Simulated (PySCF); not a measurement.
C4H10NS (charge +1).
Z-matrix (Å and degrees, PBE0-D3(BJ)/def2-SVP geometry), rows numbered from 1:
```
C 
S   1  1.7962
C   2  1.7992  1  101.94
C   2  1.8151  1  104.29  3  -104.42
C   4  1.5009  2  108.77  1   -76.11
N   5  1.2615  4  118.55  2     6.95
H   1  1.0983  2  110.67  3    53.54
H   1  1.0989  2  106.60  3   -67.32
H   1  1.0967  2  105.98  3   175.31
H   3  1.0987  2  107.57  1  -177.07
H   3  1.0988  2  106.99  1    66.04
H   3  1.0984  2  111.41  1   -55.10
H   4  1.1033  2  109.92  1    47.78
H   4  1.1033  2  105.83  1   164.13
H   5  1.1045  4  115.60  2  -172.81
H   6  1.0234  5  113.33  4  -179.13
```

Method: PBE0-D3(BJ)/def2-SVP geometry optimisation, gas phase (PySCF).

Masses are those of the commonest isotopes; rigid-rotor values at the optimised geometry. The values belong to one conformer with, in the numbering `[H]/[N:6]=[CH:5]/[CH2:4][S+:2]([CH3:1])[CH3:3]`, C1–S2–C4–C5 -76°, S2–C4–C5–N6 7°.

(1) Give the principal moments of inertia and the rotational constants in GHz.

(2) What kind of rotor is it?

(3) What does the inertial defect say?

(4) Give the other two planar moments, Paa and Pbb, and the rms extents of the mass along the axes.

(5) Give the coordinates in the principal-axis frame, origin at the centre of mass.

(6) List the rotational levels J(Ka,Kc) to J = 3 (MHz).

(7) Which lines would a microwave search look for?

(8) Estimate the classical rotational partition function at 10 K, 25 K and 50 K.

Answers

(1) Ia = 99.87, Ib = 247.85, Ic = 302.35 u·Å²; 505379 MHz·u·Å²/I gives 5060, 2039 and 1671 MHz, that is A = 5.0602, B = 2.0391, C = 1.6715 GHz.

(2) An asymmetric top; Ray's κ = -0.783.

(3) Not planar: Δ = Ic − Ia − Ib = -45.37 u·Å². For a rigid frame Δ = −2 Σ m c², so Σ m c² = 22.68 u·Å² lies off the ab plane: 7.56 from hydrogen and 15.12 from heavier atoms. The atom farthest from that plane is 1.62 Å away.

(4) Paa = Σ m a² = (Ib + Ic − Ia)/2 = 225.16 and Pbb = Σ m b² = (Ia + Ic − Ib)/2 = 77.19 u·Å². With the mass M = 104.05 u, the rms extents √(P/M) along a, b and c are 1.47, 0.86, 0.47 Å.

(5) The sense of each axis is arbitrary; atoms in the order of the calculation.
```csv
atom,mass (u),a (Å),b (Å),c (Å)
C1,12.000,-0.679,1.566,0.563
S2,31.972,-0.633,0.065,-0.422
C3,12.000,-2.214,-0.694,-0.020
C4,12.000,0.503,-1.027,0.478
C5,12.000,1.911,-0.569,0.232
N6,14.003,2.093,0.509,-0.398
H7,1.008,-0.888,1.332,1.616
H8,1.008,-1.470,2.198,0.135
H9,1.008,0.299,2.043,0.432
H10,1.008,-2.260,-1.660,-0.541
H11,1.008,-2.997,-0.035,-0.420
H12,1.008,-2.332,-0.823,1.064
H13,1.008,0.240,-1.041,1.550
H14,1.008,0.333,-2.039,0.073
H15,1.008,2.703,-1.229,0.628
H16,1.008,3.081,0.738,-0.532
```

(6) Above 0(0,0):
J = 1: 1(0,1) 3711, 1(1,1) 6732, 1(1,0) 7099
J = 2: 2(0,2) 11100, 2(1,2) 13785, 2(1,1) 14888, 2(2,1) 23951, 2(2,0) 23983
J = 3: 3(0,3) 22107, 3(1,3) 24347, 3(1,2) 26550, 3(2,2) 35083, 3(2,1) 35239, 3(3,1) 51127, 3(3,0) 51128

(7) The dipole components (about the centre of mass, as the species is charged) are |μa| = 1.38 D, |μb| = 1.19 D, |μc| = 1.83 D. The squared components, which scale the intensities, stand as 0.57 : 0.42 : 1.00 (a : b : c). Some lines, for components of 0.1 D or more:

```csv
type,branch,"J(Ka,Kc)",MHz,lower level (cm⁻¹)
a,Q,"1(1,0) ← 1(1,1)",368,0.225
a,Q,"2(1,1) ← 2(1,2)",1103,0.460
c,Q,"2(1,2) ← 2(0,2)",2685,0.370
c,Q,"1(1,1) ← 1(0,1)",3021,0.124
b,Q,"1(1,0) ← 1(0,1)",3389,0.124
a,R,"1(0,1) ← 0(0,0)",3711,0.000
b,Q,"2(1,1) ← 2(0,2)",3788,0.370
b,R,"2(0,2) ← 1(1,1)",4368,0.225
b,R,"1(1,1) ← 0(0,0)",6732,0.000
a,R,"2(1,2) ← 1(1,1)",7054,0.225
c,R,"1(1,0) ← 0(0,0)",7099,0.000
a,R,"2(0,2) ← 1(0,1)",7390,0.124
a,R,"2(1,1) ← 1(1,0)",7789,0.237
c,Q,"2(2,1) ← 2(1,1)",9063,0.497
b,Q,"2(2,0) ← 2(1,1)",9095,0.497
b,R,"2(1,2) ← 1(0,1)",10075,0.124
b,Q,"2(2,1) ← 2(1,2)",10166,0.460
c,R,"2(1,1) ← 1(0,1)",11177,0.124
b,R,"2(2,1) ← 1(1,0)",16852,0.237
c,R,"2(2,0) ← 1(1,0)",16884,0.237
c,R,"2(2,1) ← 1(1,1)",17220,0.225
b,R,"2(2,0) ← 1(1,1)",17251,0.225
```

(8) Point group C1, symmetry number σ = 1; q = (√π/σ)·√((kT/h)³/(ABC)), k/h = 20836.6 MHz/K: 1280 at 10 K, 5070 at 25 K, 14400 at 50 K.

No PBE0-D3(BJ)/def2-SVP frequencies stand behind this structure, so it isn't proved a minimum. No vibrational averaging or centrifugal distortion is included, and the geometry carries the error of its method. A rigid rotor knows nothing of internal rotation, which can split or shift real lines. Quadrupole hyperfine structure (14N) is left out.
